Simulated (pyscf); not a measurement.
Thermochemistry of product channels of HO–Mg–O–AlH₂ + NH₃ on the singlet surface, in kJ/mol, from ωB97M-D3(BJ)/def2-TZVP energies (ideal gas, 1 atm, RRHO with modes under 100 cm⁻¹ raised to 100, one conformer, R ln 2 for chiral ones without a mode under 150 cm⁻¹). Optimised with ωB97X-D3(BJ)/def2-SVP in PySCF.

```json
[
 {"products": "H₂N–Mg–OH + HO–AlH₂", "ΔE": "(withheld)", "ΔH(298 K)": "+79.0", "ΔG(600 K)": "+64.8", "ΔG(900 K)": "+56.4"},
 {"products": "HO–Mg–OH + H₂N–AlH₂", "ΔE": "(withheld)", "ΔH(298 K)": "+61.2", "ΔG(600 K)": "+55.5", "ΔG(900 K)": "+50.5"}
]
```

### Question
Some entries are withheld; supply them.

### Answer

- H₂N–Mg–OH + HO–AlH₂, ΔE: +84.2
- HO–Mg–OH + H₂N–AlH₂, ΔE: +64.2

These are energies of the channels, which say nothing of barriers.
